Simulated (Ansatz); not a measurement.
# C2H7Al: the cost of one run

All numbers below are computed with Ansatz 0.2.0 (RKS revPBE-D4/def2-SVP).

### Step 1. The starting structure

Bond lengths: Al1–C2 1.970 Å, C2–H3 1.110 Å, C2–H4 1.110 Å, C2–H5 1.110 Å, Al1–H6 1.560 Å, Al1–C7 1.970 Å, C7–H8 1.110 Å, C7–H9 1.110 Å, C7–H10 1.110 Å. Angles (14 of 15 angles, heavy atoms first): C2–Al1–C7 120.0°, Al1–C2–H3 109.5°, Al1–C2–H4 109.5°, Al1–C2–H5 109.5°, C2–Al1–H6 120.0°, H6–Al1–C7 120.0°, Al1–C7–H8 109.5°, Al1–C7–H9 109.5°, Al1–C7–H10 109.5°, H3–C2–H4 109.4°, H3–C2–H5 109.4°, H4–C2–H5 109.4°, H8–C7–H9 109.4°, H8–C7–H10 109.4°.

Coordinates:

```xyz
10

Al    0.0000    0.0000    0.0000
C     0.0000    0.0000    1.9700
H    -0.9996   -0.3092    2.3405
H     0.7676   -0.7111    2.3405
H     0.2320    1.0203    2.3405
H     1.3510    0.0000   -0.7800
C    -1.7060    0.0000   -0.9850
H    -2.2662   -0.9305   -0.7558
H    -2.3102    0.8797   -0.6796
H    -1.5043    0.0508   -2.0753
```

### Step 2. Relaxing the start

input.yaml

```yaml
crystal:
  periodic: [false, false, false]
  atoms:
    - { symbol: Al, position_ang: [0.0, 0.0, 0.0] }
    - { symbol: C, position_ang: [0.0, 0.0, 1.97] }
    - { symbol: H, position_ang: [-0.9996, -0.3092, 2.3405] }
    - { symbol: H, position_ang: [0.7676, -0.7111, 2.3405] }
    - { symbol: H, position_ang: [0.232, 1.0203, 2.3405] }
    - { symbol: H, position_ang: [1.351, 0.0, -0.78] }
    - { symbol: C, position_ang: [-1.706, 0.0, -0.985] }
    - { symbol: H, position_ang: [-2.2662, -0.9305, -0.7558] }
    - { symbol: H, position_ang: [-2.3102, 0.8797, -0.6796] }
    - { symbol: H, position_ang: [-1.5043, 0.0508, -2.0753] }
basis:
  gaussian: { orbitals: def2-SVP }
hamiltonian:
  xc: revpbe
  dispersion: d4
relax:
  f_tol: 0.02
  max_steps: 40
output:
  orbitals: {}
```

Launch:

```console
ansatz run input.yaml --threads 2 --pin off --max-ram 3072MiB --backend cpu --events-out ev --progress --plain --runs-dir out
```

Q: Estimate wall time and peak memory on 2 threads of Arm Neoverse V1, shared host.

About 5.3 s, with a peak of 0.11 GiB.
